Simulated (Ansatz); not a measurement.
We consider rock-salt NaF, described by G0W0@HSE06 (Ansatz, an electronic-structure program, plane waves, hard PAW, contour deformation).

The same calculation (at the measured cell, 12.430 Å³/atom) with different numerical settings; throughout: k mesh 2×2×2:

| run | response cutoff (eV) | empty bands | quasiparticle gap on the mesh (eV) | quasiparticle gap at Γ (eV) | rough time |
|---|---|---|---|---|---|
| 1 | 100 | 104 | 11.290 | 11.290 | 30 core-s |
| 2 | 150 | 191 | 11.471 | 11.471 | 40 core-s |
| 3 | 200 | 293 | 11.598 | 11.598 | 50 core-s |
| 4 | 250 | 410 | 11.723 | 11.723 | 90 core-s |
| 5 | 300 | 539 | 11.808 | 11.808 | 2 core-min |
| 6 | 400 | 830 | 11.912 | 11.912 | 6 core-min |
| 7 | 500 | 1159 | 11.965 | 11.965 | 10 core-min |

In the column quasiparticle gap on the mesh (eV) the first row differs from the last by -0.675 and the next to last by -0.053.

The last row is no converged limit: other settings stay fixed.

Note: GW on a hybrid start was not checked against another program.
